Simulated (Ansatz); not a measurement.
# C3HN: geometry and frequencies at several levels

One table from this session's results is given with a row withheld; the runs are named, their logs left out.

Program: Ansatz 0.2.0. Level of theory: the levels named in each step. These are calculated values, not measurements.

## Starting point

Bond lengths: C1–N2 1.172 Å, N2–C3 1.295 Å, C3–C4 1.202 Å, C4–H5 1.048 Å. Angles: C1–N2–C3 180.0°, N2–C3–C4 180.0°, C3–C4–H5 180.0°.

As a file:

```xyz
5

C     0.0000    0.0000   -2.4047
N     0.0000    0.0000   -1.2332
C     0.0000    0.0000    0.0619
C     0.0000    0.0000    1.2641
H     0.0000    0.0000    2.3118
```

Set-up of the first run:

The input, input.yaml:

```yaml
crystal:
  periodic: [false, false, false]
  atoms:
    - { symbol: C, position_ang: [0.0, 0.0, -2.4047] }
    - { symbol: "N", position_ang: [0.0, 0.0, -1.23316] }
    - { symbol: C, position_ang: [0.0, 0.0, 0.06188] }
    - { symbol: C, position_ang: [0.0, 0.0, 1.26414] }
    - { symbol: H, position_ang: [0.0, 0.0, 2.31184] }
basis:
  gaussian: { orbitals: def2-SVP }
hamiltonian:
  xc: pbe
  dispersion: d4
relax:
  f_tol: 0.03
  max_steps: 200
```

Launch:

```
$ ansatz run input.yaml --threads 2 --pin off --max-ram 5120MiB --backend cpu --events-out ev --progress --plain --runs-dir out
```

Among the steps run: A rough first relaxation, PBE-D4/def2-SVP; Relaxation, PBE0-D4/def2-TZVPP; Frequencies, PBE0-D4/def2-TZVPP; Relaxation, PBE-D4/def2-TZVPP; Frequencies, PBE-D4/def2-TZVPP; Relaxation, r2SCAN-D4/def2-TZVPP; Frequencies, r2SCAN-D4/def2-TZVPP; Relaxation, B3LYP-D4/def2-TZVPP; Frequencies, B3LYP-D4/def2-TZVPP; Relaxation, B2PLYP/def2-TZVPP.

One of the session's tables, all rows but one given; the rest of the session is left out.

It belongs to the step «Geometries side by side». 

| level | C1–N2 (Å) | N2–C3 (Å) | C3–C4 (Å) | rotational constants (MHz) | dipole (D) |
| --- | --- | --- | --- | --- | --- |
| PBE0-D4/def2-TZVPP | 1.1758 | 1.3034 | 1.1993 | 5017.3 | 2.93 |
| PBE-D4/def2-TZVPP | 1.1914 | 1.3043 | 1.2126 | 4946.2 | 3.05 |
| r2SCAN-D4/def2-TZVPP | 1.1823 | 1.2987 | 1.2037 | 5007.6 | 3.02 |
| B3LYP-D4/def2-TZVPP | 1.1765 | 1.3056 | 1.1994 | 5009.3 | 2.94 |
| B2PLYP/def2-TZVPP | ? | ? | ? | ? | ? |

Q: Estimate the row for B2PLYP/def2-TZVPP from the others.

The run gave: C1–N2 (Å): 1.1806; N2–C3 (Å): 1.3090; C3–C4 (Å): 1.2043; rotational constants (MHz): 4977.6; dipole (D): 3.04. In the column «C1–N2 (Å)» it lies between B3LYP-D4/def2-TZVPP (1.1765) and r2SCAN-D4/def2-TZVPP (1.1823).
